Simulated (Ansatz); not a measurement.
C$_{2}$H$_{4}$O$_{2}$, charge -1, quartet, geometry from GFN2-xTB of the parent state (a state made from the parent by changing its charge; the spin is typed, not shown lowest) (a gas-phase anion, which may not be bound at this level); R2SCAN/def2-SV(P) in Ansatz (a first-principles code).

Input for Ansatz:
Ansatz 0.2 input:
```yaml
crystal:
  periodic: [false, false, false]
  atoms:
    - {symbol: C, position_ang: [-1.36059689, -0.36123287, 0.11215440]}
    - {symbol: C, position_ang: [0.00602229, 0.30941750, 0.05000233]}
    - {symbol: O, position_ang: [0.96225085, -0.51607756, 0.83658123]}
    - {symbol: O, position_ang: [0.47334909, 0.80425830, -1.05068424]}
    - {symbol: H, position_ang: [-2.10577931, 0.30955893, -0.31843029]}
    - {symbol: H, position_ang: [-1.41225148, -1.32002693, -0.43922690]}
    - {symbol: H, position_ang: [-1.62321406, -0.56690330, 1.15273752]}
    - {symbol: H, position_ang: [1.78389279, -0.41718237, 0.34480342]}
basis:
  gaussian:
    orbitals: def2-SV_P_.json
hamiltonian:
  xc: r2scan
total_charge: -1
magnetization: {spin_polarized: true, initial_magnetization: 3}
```
The basis file holds def2-SV(P) in the JSON format of the Basis Set Exchange.

**Question.** Predict the main parts of the log of this Ansatz run.

**Answer.** 
```
Functional definition: r2SCAN
802 factors; their error is unknown
mean field evaluation 1: about -6212.3436 eV, gradient 2.9e1 eV
mean field evaluation 2: about -6183.3985 eV, gradient 6.9e1 eV
mean field evaluation 4: about -6216.9190 eV, gradient 9.5e0 eV
mean field evaluation 8: about -6217.4405 eV, gradient 7.3e-1 eV
mean field evaluation 16: about -6217.4156 eV, gradient 7.0e-3 eV
mean field evaluation 32: about -6215.0711 eV, gradient 8.3e0 eV
mean field evaluation 64: about -6216.9219 eV, gradient 3.2e-4 eV
mean field -6217.41562554 eV, -228.4858099229 hartree, gradient 1.3e-5 eV, S^2 3.760358; 8 other end points of the search recorded, 0 dependent functions left out
reference -6217.41563638 eV, -228.4858103213 hartree; 18, 15 occupied and 46, 49 virtual orbitals, 802 factors
Total energy: -6217.41563638 eV, -228.4858103213 hartree
```
